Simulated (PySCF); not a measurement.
methanethiol (CH₄S), SMILES CS.

The structure is a stationary point at ωB97X-D3(BJ)/def2-TZVP.

Vertical ionisation energy (IE) and electron affinity (EA) in eV. Rows of orbital energies are one-electron estimates. Where ΔSCF, EOM or ADC give a negative EA the extra electron is unbound and the value depends on the basis.

```json
[
 {"level": "−ε(HOMO), −ε(LUMO), r2SCAN/def2-TZVPD (PySCF)", "IE": "5.82", "EA": "0.24"},
 {"level": "−ε(HOMO), −ε(LUMO), M06-2X/def2-TZVPD (PySCF)", "IE": "8.02", "EA": "-0.35"},
 {"level": "ADC(2)/aug-cc-pVDZ (PySCF)", "IE": "8.92", "EA": "-0.66"}
]
```

Question: Beyond the first one, list the lowest photoelectron lines from ADC(2)/aug-cc-pVDZ in PySCF with their pole strengths (two spins summed). (An estimate is asked for; the answer gives what the named calculation found.)

Answer: 11.60 eV (1.81), 13.32 eV (1.81), 14.60 eV (1.79), 15.15 eV (1.79).
